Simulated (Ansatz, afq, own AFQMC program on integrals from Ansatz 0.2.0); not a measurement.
InH$_{2}$⁺, singlet in def2-TZVP, levels against full CI

```xyz
3

In    0.0000    0.0000    0.0000
H     0.0000    0.0000   -1.6654
H     0.0000    0.0000    1.6654
```

Basis def2-TZVP with its core potentials. Noble-gas cores (and the filled d shells of Ga–Kr and In–Xe) are frozen. Ansatz 0.2.0 and our own AFQMC program on the same integrals; the CISD trial comes from CCSD amplitudes, and released means the phaseless constraint is let go. Free AFQMC starts from the CCSD state and is never constrained. Its projection time is finite, and what remains of the start isn't in its error. Error bars are statistical, one sigma. No spin–orbit coupling.

Determinant: RHF, the one that the program's search chose, which needn't be the lowest solution. The geometry is a point of a scan.

Full CI on the same integrals is exact in this basis and with this determinant's frozen core.

Cautions: no spin-orbit coupling; inner d shell frozen.

- T1 diagnostic: 0.0107
- weight of the determinant in the CISD state: 0.951
- size of the correlated space: 4 electrons in 53 orbitals

Reference: full CI, correlation energy -1.845 eV. The released energy is read at 2.40 1/Eh (meV from the phaseless value at times in 1/Eh: 0.3 ± 0.4 at 0.24, 0.3 ± 0.3 at 0.51, -0.1 ± 0.3 at 0.99, -1.2 ± 0.3 at 1.62, -1.1 ± 0.3 at 2.40).

```json
{"level": "HF", "E − E(reference) (kcal/mol)": "42.55", "share of correlation (%)": "0.00"}
{"level": "MP2", "E − E(reference) (kcal/mol)": "10.47", "share of correlation (%)": "75.40"}
{"level": "CCSD", "E − E(reference) (kcal/mol)": "0.61", "share of correlation (%)": "98.57"}
{"level": "CCSD(T)", "E − E(reference) (kcal/mol)": "0.16", "share of correlation (%)": "99.62"}
{"level": "CCSDT", "E − E(reference) (kcal/mol)": "0.01", "share of correlation (%)": "99.97"}
{"level": "CCSDT(Q)", "E − E(reference) (kcal/mol)": "0.00", "share of correlation (%)": "99.99"}
{"level": "ph-AFQMC/HF", "E − E(reference) (kcal/mol)": "-0.64 ± 0.32", "share of correlation (%)": "101.51"}
{"level": "ph-AFQMC/CISD", "E − E(reference) (kcal/mol)": "0.03 ± 0.01", "share of correlation (%)": "99.92"}
{"level": "released AFQMC", "E − E(reference) (kcal/mol)": "0.01 ± 0.007", "share of correlation (%)": "99.98"}
{"level": "free AFQMC", "E − E(reference) (kcal/mol)": "0.00 ± 0.006", "share of correlation (%)": "100.00"}
```

CCSDT and higher add their correlation energy to the determinant of the CCSD(T) run, since their own runs factorise the integrals more tightly (a shift of under 2 meV). Free projections are given only where their last times agree within the noise and don't stop above the reference; a slow remainder of the start can still hide under it. A walk keeps the symmetry of its determinant, which the program's search chose and which needn't be the lowest solution, so a lower state of the same spin and another symmetry isn't excluded. Released energies are given only where the last usable release times agree within the noise; a slower fall can still hide under it.
